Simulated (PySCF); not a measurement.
Species: C4H8N2.
Z-matrix (Å and degrees, GFN2-xTB geometry), rows numbered from 1:
```
C 
N   1  1.4349
C   2  1.4687  1  118.89
C   3  1.5349  2  103.16  1   154.26
C   4  1.5114  3  100.15  2   -11.20
N   5  1.2700  4  113.50  3     5.94
H   1  1.0991  2  112.40  3   -54.53
H   1  1.0905  2  109.27  3    66.31
H   1  1.0872  2  108.00  3  -174.76
H   3  1.0990  2  110.20  1    34.59
H   3  1.0915  2  109.41  1   -84.82
H   4  1.0905  3  113.62  2  -130.99
H   4  1.0922  3  112.08  2   105.92
H   5  1.0723  4  124.79  3  -176.78
```

The closed-shell ground state was solved at several levels (PySCF, density fitting, gas phase, non-relativistic).

| level | basis functions | total energy (Eh) | HOMO (eV) | LUMO (eV) | gap (eV) | dipole (D) |
| --- | --- | --- | --- | --- | --- | --- |
| wB97X-D/def2-SVPD | 184 | -266.4265 | -7.55 | 2.16 | 9.71 | 2.18 |
| B3LYP/pcJ-1 | 242 | -266.7090 | -5.49 | 0.28 | 5.77 | 2.08 |
| PBE0/def2-SVPD | 184 | -266.2062 | -5.73 | 0.35 | 6.08 | 2.12 |

Estimate the row for PBE0/pcSseg-1, a basis of 142 functions; the other rows only guide the guess.

Total energy -266.3491 Eh, HOMO -5.69 eV, LUMO 0.52 eV, gap 6.21 eV, dipole 2.12 D.

Over all these levels, which gives the widest orbital gap and which the narrowest?

wB97X-D/def2-SVPD (range-separated hybrid) has the widest, 9.71 eV, and B3LYP/pcJ-1 (global hybrid, 20 % exact exchange) the narrowest, 5.77 eV. Functional and basis both differ between the two, so the spread mixes both effects.

How far do the dipole and the HOMO energy spread over the levels?

The dipole runs from 2.08 to 2.18 D (mean 2.13 D) and the HOMO from -7.55 to -5.49 eV.

One conformer stands for the species.

The pairwise dispersion term of wB97X-D wasn't added to the energies; at a given geometry it leaves orbitals and properties as they are.
